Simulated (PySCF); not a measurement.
# ClHO₂S, a complex of two parts: interaction energy, part 3 of 3

PySCF 2.14.0. Atoms count from 0, parts from 1.

## 8. Coupled-cluster interaction energy: CCSD(T) and MP2, 1.88 Å

The job: settings as JSON, then the geometry in Å.

```
{"job": {"kind": "intercc", "basis": "aug-cc-pVDZ", "basis_mid": "aug-cc-pVTZ", "basis_large": "aug-cc-pVQZ"}, "charge": 0, "multiplicity": 1, "parts": [{"atoms": "0-2", "charge": 0, "multiplicity": 1}, {"atoms": "3-4", "charge": 0, "multiplicity": 1}]}
O     -1.371060     0.310906    -0.326280
S     -0.062416    -0.246322    -0.515592
O      0.999324     0.184725     0.336823
Cl    -2.933709     1.575665     2.105968
H     -2.294575     1.152763     1.073366
```

With the program's defaults for keys left out, this is: CCSD(T)/aug-cc-pVDZ and MP2/aug-cc-pVTZ, aug-cc-pVQZ counterpoise interaction energy, frozen core, gas phase.

The log of the run:

```text
part 1, own basis, geometry of the cluster: E = -547.2918697026 (as before)

part 2, own basis, geometry of the cluster: E = -460.1074021672 (as before)

part 1, own basis, relaxed alone: E = -547.2919520016 (as before)

part 2, own basis, relaxed alone: E = -460.1075273068 (as before)

cluster
final grid: 6040 points
cycle   1  E = -1007.3993049071  dE = -4.841e-03  |g| = 3.161e-02  |ddm| = 4.449e-01
cycle   2  E = -1007.3997197724  dE = -4.149e-04  |g| = 1.631e-02  |ddm| = 7.366e-02
cycle   3  E = -1007.3997954513  dE = -7.568e-05  |g| = 9.818e-03  |ddm| = 2.544e-02
cycle   4  E = -1007.3998277907  dE = -3.234e-05  |g| = 1.912e-03  |ddm| = 1.619e-02
cycle   5  E = -1007.3998306060  dE = -2.815e-06  |g| = 1.267e-03  |ddm| = 4.812e-03
cycle   6  E = -1007.3998314478  dE = -8.418e-07  |g| = 5.720e-04  |ddm| = 2.370e-03
cycle   7  E = -1007.3998318012  dE = -3.534e-07  |g| = 2.587e-04  |ddm| = 1.887e-03
cycle   8  E = -1007.3998318905  dE = -8.930e-08  |g| = 5.694e-05  |ddm| = 1.291e-03
cycle   9  E = -1007.3998318940  dE = -3.581e-09  |g| = 1.629e-05  |ddm| = 2.333e-04
cycle  10  E = -1007.3998318942  dE = -2.124e-10  |g| = 6.288e-06  |ddm| = 4.775e-05
converged SCF energy = -1007.3998318942

part 1 in the basis of the cluster
final grid: 6040 points
cycle   1  E = -547.2920329648  dE = -1.612e-04  |g| = 2.569e-03  |ddm| = 3.014e-01
cycle   2  E = -547.2920351217  dE = -2.157e-06  |g| = 3.547e-04  |ddm| = 3.624e-02
cycle   3  E = -547.2920351782  dE = -5.646e-08  |g| = 8.908e-05  |ddm| = 5.905e-03
cycle   4  E = -547.2920351798  dE = -1.622e-09  |g| = 5.052e-05  |ddm| = 3.058e-04
cycle   5  E = -547.2920351804  dE = -5.845e-10  |g| = 8.581e-06  |ddm| = 1.461e-04
converged SCF energy = -547.2920351804

part 2 in the basis of the cluster
final grid: 6040 points
cycle   1  E = -460.1074427125  dE = -4.047e-05  |g| = 1.070e-03  |ddm| = 1.402e-01
cycle   2  E = -460.1074430759  dE = -3.634e-07  |g| = 1.294e-04  |ddm| = 1.363e-02
cycle   3  E = -460.1074430841  dE = -8.204e-09  |g| = 1.438e-05  |ddm| = 1.868e-03
cycle   4  E = -460.1074430842  dE = -9.925e-11  |g| = 4.162e-06  |ddm| = 9.834e-05
converged SCF energy = -460.1074430842

Interaction energy (kcal/mol)
  counterpoise       -2.298
  uncorrected        -2.994
  dispersion part     0.000
  deformation         0.001
  binding            -2.297

Decomposition of the uncorrected value (kcal/mol)
  electrostatic      -6.670
  Pauli               9.689
  orbital            -3.369
  dispersion          0.000
  correlation        -2.644

Charge of each part in the cluster: 0.024 -0.024
part 1, own basis, geometry of the cluster: E = -547.3139515554 (as before)

part 2, own basis, geometry of the cluster: E = -460.1111679194 (as before)

part 1, own basis, relaxed alone: E = -547.3140714619 (as before)

part 2, own basis, relaxed alone: E = -460.1113072558 (as before)

cluster
final grid: 6040 points
cycle   1  E = -1007.4250517564  dE = -4.887e-03  |g| = 3.197e-02  |ddm| = 5.834e-01
cycle   2  E = -1007.4254769686  dE = -4.252e-04  |g| = 1.635e-02  |ddm| = 7.741e-02
cycle   3  E = -1007.4255530298  dE = -7.606e-05  |g| = 9.905e-03  |ddm| = 2.706e-02
cycle   4  E = -1007.4255854317  dE = -3.240e-05  |g| = 1.930e-03  |ddm| = 1.687e-02
cycle   5  E = -1007.4255882972  dE = -2.866e-06  |g| = 1.260e-03  |ddm| = 5.530e-03
cycle   6  E = -1007.4255891161  dE = -8.189e-07  |g| = 5.753e-04  |ddm| = 2.501e-03
cycle   7  E = -1007.4255894613  dE = -3.452e-07  |g| = 2.630e-04  |ddm| = 1.872e-03
cycle   8  E = -1007.4255895520  dE = -9.068e-08  |g| = 6.063e-05  |ddm| = 1.288e-03
cycle   9  E = -1007.4255895560  dE = -4.045e-09  |g| = 1.741e-05  |ddm| = 2.662e-04
cycle  10  E = -1007.4255895562  dE = -2.483e-10  |g| = 6.739e-06  |ddm| = 5.284e-05
converged SCF energy = -1007.4255895562

part 1 in the basis of the cluster
final grid: 6040 points
cycle   1  E = -547.3140402085  dE = -8.635e-05  |g| = 1.763e-03  |ddm| = 4.473e-01
cycle   2  E = -547.3140409830  dE = -7.745e-07  |g| = 1.968e-04  |ddm| = 3.707e-02
cycle   3  E = -547.3140409965  dE = -1.348e-08  |g| = 2.765e-05  |ddm| = 4.288e-03
cycle   4  E = -547.3140409966  dE = -1.542e-10  |g| = 1.892e-05  |ddm| = 2.127e-04
converged SCF energy = -547.3140409966

part 2 in the basis of the cluster
final grid: 6040 points
cycle   1  E = -460.1111804614  dE = -1.168e-05  |g| = 6.056e-04  |ddm| = 1.795e-01
cycle   2  E = -460.1111806200  dE = -1.587e-07  |g| = 8.347e-05  |ddm| = 1.848e-02
cycle   3  E = -460.1111806240  dE = -3.971e-09  |g| = 6.193e-06  |ddm| = 2.680e-03
cycle   4  E = -460.1111806240  dE = -2.427e-11  |g| = 1.342e-06  |ddm| = 9.505e-05
converged SCF energy = -460.1111806240

Interaction energy (kcal/mol)
  counterpoise       -2.482
  uncorrected        -2.893
  dispersion part     0.000
  deformation         0.036
  binding            -2.446

Decomposition of the uncorrected value (kcal/mol)
  electrostatic      -6.587
  Pauli               9.698
  orbital            -3.404
  dispersion          0.000
  correlation        -2.600

Charge of each part in the cluster: 0.023 -0.023
part 1 in the basis of the cluster: E(HF) = -547.206629995  E2 = -0.552384913  E(CCSD corr) = -0.548315502  (T) = -0.024794786
part 2 in the basis of the cluster: E(HF) = -460.092706244  E2 = -0.159722082  E(CCSD corr) = -0.176212189  (T) = -0.004024211
cluster: E(HF) = -1007.299811548  E2 = -0.714772609  E(CCSD corr) = -0.726193977  (T) = -0.029206926

Counterpoise interaction energy (kcal/mol)
  hf_small                  -0.298
  mp2_small                 -1.971
  ccsd_small                -1.344
  ccsdt_small               -1.587
  hf_large                  -0.231
  mp2_large                 -2.482
  hf_middle                 -0.222
  mp2_middle                -2.298
  scs_mp2_large             -1.728
  mp2_limit                 -2.610
  ccsdt_less_mp2             0.384
  ccsdt_limit_estimate      -2.226
  bsse_mp2_large             0.410
```

It took 3 min on 1 thread of Arm Neoverse V1, shared host; peak memory 1.7 GiB.

Contacts at this geometry (a selection, picked against the atoms' radii; other short pairs can be missing):

```csv
atoms,distance (Å),kind (by distance and angle),angle (°)
H4···O0,1.88,hydrogen bond,172
```

Differences are taken before rounding.

```csv
method,interaction energy (kcal/mol),"from CCSD(T), limit estimate (kcal/mol)"
HF/aug-cc-pVDZ,-0.30,+1.93
MP2/aug-cc-pVDZ,-1.97,+0.26
CCSD/aug-cc-pVDZ,-1.34,+0.88
CCSD(T)/aug-cc-pVDZ,-1.59,+0.64
HF/aug-cc-pVQZ,-0.23,+2.00
MP2/aug-cc-pVQZ,-2.48,-0.26
SCS-MP2/aug-cc-pVQZ,-1.73,+0.50
"MP2, extrapolated",-2.61,-0.38
"CCSD(T), limit estimate",-2.23,0
```

## 9. Coupled-cluster interaction energy: CCSD(T) and MP2, 3.13 Å

Same as in step 8 but for these lines:

```diff
@@ -4,3 +4,3 @@
 O      0.999324     0.184725     0.336823
-Cl    -2.933709     1.575665     2.105968
-H     -2.294575     1.152763     1.073366
+Cl    -3.549386     2.136904     3.039065
+H     -2.910252     1.714002     2.006463
```

Level: CCSD(T)/aug-cc-pVDZ and MP2/aug-cc-pVTZ, aug-cc-pVQZ counterpoise interaction energy, frozen core, gas phase.

The log of the run:

```text
part 1, own basis, geometry of the cluster: E = -547.2918697026 (as before)

part 2, own basis, geometry of the cluster: E = -460.1074021672 (as before)

part 1, own basis, relaxed alone: E = -547.2919520016 (as before)

part 2, own basis, relaxed alone: E = -460.1075273068 (as before)

cluster
final grid: 6040 points
cycle   1  E = -1007.4011349845  dE = -1.938e-04  |g| = 8.914e-03  |ddm| = 1.444e-01
cycle   2  E = -1007.4011493664  dE = -1.438e-05  |g| = 6.608e-03  |ddm| = 2.247e-02
cycle   3  E = -1007.4011578156  dE = -8.449e-06  |g| = 1.623e-03  |ddm| = 7.536e-03
cycle   4  E = -1007.4011589852  dE = -1.170e-06  |g| = 5.331e-04  |ddm| = 3.329e-03
cycle   5  E = -1007.4011591778  dE = -1.926e-07  |g| = 3.159e-04  |ddm| = 1.254e-03
cycle   6  E = -1007.4011592384  dE = -6.058e-08  |g| = 1.555e-04  |ddm| = 6.242e-04
cycle   7  E = -1007.4011592690  dE = -3.061e-08  |g| = 5.623e-05  |ddm| = 6.324e-04
cycle   8  E = -1007.4011592731  dE = -4.030e-09  |g| = 1.287e-05  |ddm| = 2.755e-04
cycle   9  E = -1007.4011592732  dE = -1.719e-10  |g| = 3.652e-06  |ddm| = 5.179e-05
converged SCF energy = -1007.4011592732

part 1 in the basis of the cluster
final grid: 6040 points
cycle   1  E = -547.2919021527  dE = -3.225e-05  |g| = 9.901e-04  |ddm| = 1.091e-01
cycle   2  E = -547.2919026114  dE = -4.588e-07  |g| = 1.403e-04  |ddm| = 1.205e-02
cycle   3  E = -547.2919026238  dE = -1.239e-08  |g| = 1.720e-05  |ddm| = 1.998e-03
cycle   4  E = -547.2919026239  dE = -1.103e-10  |g| = 1.349e-05  |ddm| = 1.168e-04
converged SCF energy = -547.2919026239

part 2 in the basis of the cluster
final grid: 6040 points
cycle   1  E = -460.1074117153  dE = -9.483e-06  |g| = 4.749e-04  |ddm| = 8.175e-02
cycle   2  E = -460.1074118107  dE = -9.545e-08  |g| = 5.830e-05  |ddm| = 8.028e-03
cycle   3  E = -460.1074118126  dE = -1.926e-09  |g| = 4.884e-06  |ddm| = 1.092e-03
cycle   4  E = -460.1074118127  dE = -1.603e-11  |g| = 1.043e-06  |ddm| = 5.175e-05
converged SCF energy = -460.1074118127

Interaction energy (kcal/mol)
  counterpoise       -1.279
  uncorrected        -1.406
  dispersion part     0.000
  deformation         0.001
  binding            -1.278

Decomposition of the uncorrected value (kcal/mol)
  electrostatic      -1.146
  Pauli               0.099
  orbital            -0.137
  dispersion          0.000
  correlation        -0.222

Charge of each part in the cluster: 0.001 -0.001
part 1, own basis, geometry of the cluster: E = -547.3139515554 (as before)

part 2, own basis, geometry of the cluster: E = -460.1111679194 (as before)

part 1, own basis, relaxed alone: E = -547.3140714619 (as before)

part 2, own basis, relaxed alone: E = -460.1113072558 (as before)

cluster
final grid: 6040 points
cycle   1  E = -1007.4269377774  dE = -1.752e-04  |g| = 8.894e-03  |ddm| = 1.864e-01
cycle   2  E = -1007.4269522506  dE = -1.447e-05  |g| = 6.562e-03  |ddm| = 2.551e-02
cycle   3  E = -1007.4269605236  dE = -8.273e-06  |g| = 1.628e-03  |ddm| = 7.715e-03
cycle   4  E = -1007.4269616877  dE = -1.164e-06  |g| = 5.305e-04  |ddm| = 3.540e-03
cycle   5  E = -1007.4269618822  dE = -1.945e-07  |g| = 3.116e-04  |ddm| = 1.399e-03
cycle   6  E = -1007.4269619379  dE = -5.566e-08  |g| = 1.562e-04  |ddm| = 6.211e-04
cycle   7  E = -1007.4269619683  dE = -3.045e-08  |g| = 5.708e-05  |ddm| = 6.452e-04
cycle   8  E = -1007.4269619724  dE = -4.089e-09  |g| = 1.374e-05  |ddm| = 2.778e-04
cycle   9  E = -1007.4269619726  dE = -1.905e-10  |g| = 3.682e-06  |ddm| = 6.128e-05
converged SCF energy = -1007.4269619726

part 1 in the basis of the cluster
final grid: 6040 points
cycle   1  E = -547.3139696809  dE = -1.785e-05  |g| = 7.139e-04  |ddm| = 1.590e-01
cycle   2  E = -547.3139698802  dE = -1.993e-07  |g| = 8.525e-05  |ddm| = 1.574e-02
cycle   3  E = -547.3139698841  dE = -3.900e-09  |g| = 6.437e-06  |ddm| = 2.113e-03
cycle   4  E = -547.3139698841  dE = -2.751e-11  |g| = 2.016e-06  |ddm| = 9.592e-05
converged SCF energy = -547.3139698841

part 2 in the basis of the cluster
final grid: 6040 points
cycle   1  E = -460.1111730239  dE = -5.024e-06  |g| = 3.916e-04  |ddm| = 9.210e-02
cycle   2  E = -460.1111731074  dE = -8.353e-08  |g| = 5.674e-05  |ddm| = 1.010e-02
cycle   3  E = -460.1111731095  dE = -2.104e-09  |g| = 3.342e-06  |ddm| = 1.493e-03
cycle   4  E = -460.1111731095  dE = -6.821e-12  |g| = 4.669e-07  |ddm| = 3.664e-05
converged SCF energy = -460.1111731095

Interaction energy (kcal/mol)
  counterpoise       -1.278
  uncorrected        -1.354
  dispersion part     0.000
  deformation         0.036
  binding            -1.243

Decomposition of the uncorrected value (kcal/mol)
  electrostatic      -1.125
  Pauli               0.095
  orbital            -0.125
  dispersion          0.000
  correlation        -0.198

Charge of each part in the cluster: 0.001 -0.001
part 1 in the basis of the cluster: E(HF) = -547.206307003  E2 = -0.551770947  E(CCSD corr) = -0.547703828  (T) = -0.024681025
part 2 in the basis of the cluster: E(HF) = -460.092613729  E2 = -0.159379987  E(CCSD corr) = -0.175870515  (T) = -0.003986140
cluster: E(HF) = -1007.300824345  E2 = -0.711314509  E(CCSD corr) = -0.723694566  (T) = -0.028688427

Counterpoise interaction energy (kcal/mol)
  hf_small                  -1.194
  mp2_small                 -1.297
  ccsd_small                -1.270
  ccsdt_small               -1.283
  hf_large                  -1.141
  mp2_large                 -1.278
  hf_middle                 -1.158
  mp2_middle                -1.279
  scs_mp2_large             -1.196
  mp2_limit                 -1.290
  ccsdt_less_mp2             0.014
  ccsdt_limit_estimate      -1.276
  bsse_mp2_large             0.075
```

Run time: 2.9 min. Hardware: 1 thread of Arm Neoverse V1, shared host; peak memory 1.5 GiB.

Contacts at this geometry (a selection, picked against the atoms' radii; other short pairs can be missing):

```csv
atoms,distance (Å),kind (by distance and angle),angle (°)
O0···H4,3.13,beyond van der Waals contact,–
```

Differences are taken before rounding.

```csv
method,interaction energy (kcal/mol),"from CCSD(T), limit estimate (kcal/mol)"
HF/aug-cc-pVDZ,-1.19,+0.08
MP2/aug-cc-pVDZ,-1.30,-0.02
CCSD/aug-cc-pVDZ,-1.27,+0.01
CCSD(T)/aug-cc-pVDZ,-1.28,-0.01
HF/aug-cc-pVQZ,-1.14,+0.13
MP2/aug-cc-pVQZ,-1.28,0.00
SCS-MP2/aug-cc-pVQZ,-1.20,+0.08
"MP2, extrapolated",-1.29,-0.01
"CCSD(T), limit estimate",-1.28,0
```

## 10. Coupled-cluster interaction energy: CCSD(T) and MP2, 4.17 Å

Same as in step 9 but for these lines:

```diff
@@ -4,3 +4,3 @@
 O      0.999324     0.184725     0.336823
-Cl    -3.549386     2.136904     3.039065
-H     -2.910252     1.714002     2.006463
+Cl    -4.062450     2.604602     3.816646
+H     -3.423316     2.181700     2.784044
```

With the program's defaults for keys left out, this is: CCSD(T)/aug-cc-pVDZ and MP2/aug-cc-pVTZ, aug-cc-pVQZ counterpoise interaction energy, frozen core, gas phase.

The log of the run:

```text
part 1, own basis, geometry of the cluster: E = -547.2918697026 (as before)

part 2, own basis, geometry of the cluster: E = -460.1074021672 (as before)

part 1, own basis, relaxed alone: E = -547.2919520016 (as before)

part 2, own basis, relaxed alone: E = -460.1075273068 (as before)

cluster
final grid: 6040 points
cycle   1  E = -1007.4001578344  dE = -4.612e-05  |g| = 4.295e-03  |ddm| = 1.072e-01
cycle   2  E = -1007.4001606188  dE = -2.784e-06  |g| = 3.253e-03  |ddm| = 1.405e-02
cycle   3  E = -1007.4001625996  dE = -1.981e-06  |g| = 6.987e-04  |ddm| = 3.667e-03
cycle   4  E = -1007.4001627973  dE = -1.976e-07  |g| = 2.444e-04  |ddm| = 1.522e-03
cycle   5  E = -1007.4001628394  dE = -4.209e-08  |g| = 1.446e-04  |ddm| = 6.201e-04
cycle   6  E = -1007.4001628519  dE = -1.252e-08  |g| = 7.154e-05  |ddm| = 2.861e-04
cycle   7  E = -1007.4001628584  dE = -6.526e-09  |g| = 2.539e-05  |ddm| = 2.976e-04
cycle   8  E = -1007.4001628592  dE = -8.154e-10  |g| = 5.667e-06  |ddm| = 1.258e-04
converged SCF energy = -1007.4001628592

part 1 in the basis of the cluster
final grid: 6040 points
cycle   1  E = -547.2918838659  dE = -1.413e-05  |g| = 6.206e-04  |ddm| = 8.892e-02
cycle   2  E = -547.2918840812  dE = -2.153e-07  |g| = 8.699e-05  |ddm| = 1.018e-02
cycle   3  E = -547.2918840863  dE = -5.109e-09  |g| = 7.869e-06  |ddm| = 1.616e-03
cycle   4  E = -547.2918840864  dE = -2.501e-11  |g| = 6.264e-06  |ddm| = 5.998e-05
converged SCF energy = -547.2918840864

part 2 in the basis of the cluster
final grid: 6040 points
cycle   1  E = -460.1074068943  dE = -4.658e-06  |g| = 3.154e-04  |ddm| = 6.015e-02
cycle   2  E = -460.1074069341  dE = -3.980e-08  |g| = 3.395e-05  |ddm| = 5.970e-03
cycle   3  E = -460.1074069346  dE = -5.492e-10  |g| = 2.379e-06  |ddm| = 7.365e-04
converged SCF energy = -460.1074069346

Interaction energy (kcal/mol)
  counterpoise       -0.516
  uncorrected        -0.562
  dispersion part     0.000
  deformation         0.001
  binding            -0.515

Decomposition of the uncorrected value (kcal/mol)
  electrostatic      -0.529
  Pauli               0.002
  orbital            -0.032
  dispersion          0.000
  correlation        -0.003

Charge of each part in the cluster: 0.000 -0.000
part 1, own basis, geometry of the cluster: E = -547.3139515554 (as before)

part 2, own basis, geometry of the cluster: E = -460.1111679194 (as before)

part 1, own basis, relaxed alone: E = -547.3140714619 (as before)

part 2, own basis, relaxed alone: E = -460.1113072558 (as before)

cluster
final grid: 6040 points
cycle   1  E = -1007.4259834495  dE = -3.674e-05  |g| = 4.283e-03  |ddm| = 1.397e-01
cycle   2  E = -1007.4259861694  dE = -2.720e-06  |g| = 3.235e-03  |ddm| = 1.587e-02
cycle   3  E = -1007.4259881085  dE = -1.939e-06  |g| = 6.967e-04  |ddm| = 3.777e-03
cycle   4  E = -1007.4259883022  dE = -1.936e-07  |g| = 2.423e-04  |ddm| = 1.558e-03
cycle   5  E = -1007.4259883448  dE = -4.265e-08  |g| = 1.414e-04  |ddm| = 6.895e-04
cycle   6  E = -1007.4259883560  dE = -1.118e-08  |g| = 7.132e-05  |ddm| = 2.824e-04
cycle   7  E = -1007.4259883624  dE = -6.431e-09  |g| = 2.536e-05  |ddm| = 3.055e-04
cycle   8  E = -1007.4259883632  dE = -8.015e-10  |g| = 5.968e-06  |ddm| = 1.262e-04
converged SCF energy = -1007.4259883632

part 1 in the basis of the cluster
final grid: 6040 points
cycle   1  E = -547.3139576043  dE = -6.000e-06  |g| = 3.857e-04  |ddm| = 1.238e-01
cycle   2  E = -547.3139576867  dE = -8.240e-08  |g| = 4.984e-05  |ddm| = 1.264e-02
cycle   3  E = -547.3139576885  dE = -1.742e-09  |g| = 3.341e-06  |ddm| = 1.727e-03
cycle   4  E = -547.3139576885  dE = -9.209e-12  |g| = 1.070e-06  |ddm| = 5.283e-05
converged SCF energy = -547.3139576885

part 2 in the basis of the cluster
final grid: 6040 points
cycle   1  E = -460.1111707500  dE = -2.779e-06  |g| = 2.719e-04  |ddm| = 6.834e-02
cycle   2  E = -460.1111707938  dE = -4.375e-08  |g| = 3.779e-05  |ddm| = 6.738e-03
cycle   3  E = -460.1111707947  dE = -9.770e-10  |g| = 2.073e-06  |ddm| = 9.072e-04
converged SCF energy = -460.1111707947

Interaction energy (kcal/mol)
  counterpoise       -0.515
  uncorrected        -0.536
  dispersion part     0.000
  deformation         0.036
  binding            -0.479

Decomposition of the uncorrected value (kcal/mol)
  electrostatic      -0.521
  Pauli               0.002
  orbital            -0.026
  dispersion          0.000
  correlation         0.009

Charge of each part in the cluster: 0.000 -0.000
part 1 in the basis of the cluster: E(HF) = -547.206224472  E2 = -0.551682323  E(CCSD corr) = -0.547610599  (T) = -0.024666391
part 2 in the basis of the cluster: E(HF) = -460.092588653  E2 = -0.159301575  E(CCSD corr) = -0.175790813  (T) = -0.003976671
cluster: E(HF) = -1007.299715182  E2 = -0.710934777  E(CCSD corr) = -0.723360950  (T) = -0.028631729

Counterpoise interaction energy (kcal/mol)
  hf_small                  -0.566
  mp2_small                 -0.535
  ccsd_small                -0.541
  ccsdt_small               -0.533
  hf_large                  -0.540
  mp2_large                 -0.515
  hf_middle                 -0.547
  mp2_middle                -0.516
  scs_mp2_large             -0.496
  mp2_limit                 -0.519
  ccsdt_less_mp2             0.002
  ccsdt_limit_estimate      -0.517
  bsse_mp2_large             0.022
```

Wall time 2.9 min (1 thread of Arm Neoverse V1, shared host); peak memory 1.7 GiB.

Contacts at this geometry (a selection, picked against the atoms' radii; other short pairs can be missing):

```csv
atoms,distance (Å),kind (by distance and angle),angle (°)
O0···H4,4.17,beyond van der Waals contact,–
```

Differences are taken before rounding.

```csv
method,interaction energy (kcal/mol),"from CCSD(T), limit estimate (kcal/mol)"
HF/aug-cc-pVDZ,-0.57,-0.05
MP2/aug-cc-pVDZ,-0.54,-0.02
CCSD/aug-cc-pVDZ,-0.54,-0.02
CCSD(T)/aug-cc-pVDZ,-0.53,-0.02
HF/aug-cc-pVQZ,-0.54,-0.02
MP2/aug-cc-pVQZ,-0.51,0.00
SCS-MP2/aug-cc-pVQZ,-0.50,+0.02
"MP2, extrapolated",-0.52,0.00
"CCSD(T), limit estimate",-0.52,0
```

## 11. The curve

Counterpoise interaction energies (kcal/mol):

```csv
O0···H4 (Å),HF,MP2 limit,CCSD(T) estimate,time
1.88,-0.23,-2.61,-2.23,3 min
1.98,-0.99,-2.92,-2.64,3 min
2.08,-1.44,-3.00,-2.79,3.1 min
2.19,-1.68,-2.93,-2.77,3 min
2.29,-1.77,-2.77,-2.66,3 min
2.61,-1.64,-2.15,-2.11,3 min
3.13,-1.14,-1.29,-1.28,2.9 min
4.17,-0.54,-0.52,-0.52,2.9 min
```

## 12. Summary of results

What follows sums up all 3 parts.

| quantity | value |
| --- | --- |
| point group | C1 |
| rotational constants (main isotopes) | 13.61, 1.20, 1.11 GHz |
| CCSD(T) estimate at 1.88 Å | -2.23 kcal/mol |
| CCSD(T) estimate at 1.98 Å | -2.64 kcal/mol |
| CCSD(T) estimate at 2.08 Å | -2.79 kcal/mol |
| CCSD(T) estimate at 2.19 Å | -2.77 kcal/mol |
| CCSD(T) estimate at 2.29 Å | -2.66 kcal/mol |
| CCSD(T) estimate at 2.61 Å | -2.11 kcal/mol |
| CCSD(T) estimate at 3.13 Å | -1.28 kcal/mol |
| CCSD(T) estimate at 4.17 Å | -0.52 kcal/mol |

What this shows: The start of the PBE0/def2-TZVPD relaxation was shaken at random by about 0.01 Å, so part of the energy gained, and of the first lengths quoted, undoes that. The optimisation took 4 steps and gained 0.103 eV; among the close pairs (by a distance rule), O0–S1 changed most, from 1.412 to 1.435 Å. Along the rigid scan the CCSD(T) estimate is lowest at 2.08 Å (-2.79 kcal/mol), where MP2 at the limit misses it by -0.21 and Hartree-Fock by +1.35.
